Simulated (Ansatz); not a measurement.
H3NOSi (`N[Si]O`), relaxed with RKS PBE-D4/def2-SVP in the Gaussian-basis code of Ansatz from a rough embedded geometry. The force threshold is 0.03 eV/Å; the program also tests the step.

The species carries charge 0 and has multiplicity 1.

Start:

```xyz
6

N     0.705    0.484    0.142
Si   -0.753    0.135    0.793
O    -1.186   -1.104   -0.168
H     1.103    1.291    0.588
H     0.609    0.856   -0.838
H    -0.479   -1.662   -0.518
```

Question: How much energy does the relaxation release, and in how many steps? (Estimate.)

Answer: Computed: 75.27 kJ/mol, in 8 steps.

Question: Which bonds change most? (An estimate is asked.)

Answer: Computed: N1–Si2 from 1.634 to 1.745 Å; Si2–O3 from 1.627 to 1.693 Å; N1–H5 from 1.052 to 1.027 Å; N1–H4 from 1.005 to 1.025 Å.

Question: Give the relaxed structure. (Estimate.)

Answer: The calculation gave: 
```xyz
6

N     0.576    0.725    0.130
Si   -0.749   -0.006    0.999
O    -1.180   -1.287   -0.020
H     1.055    1.547    0.512
H     0.987    0.447   -0.769
H    -0.689   -1.426   -0.852
```
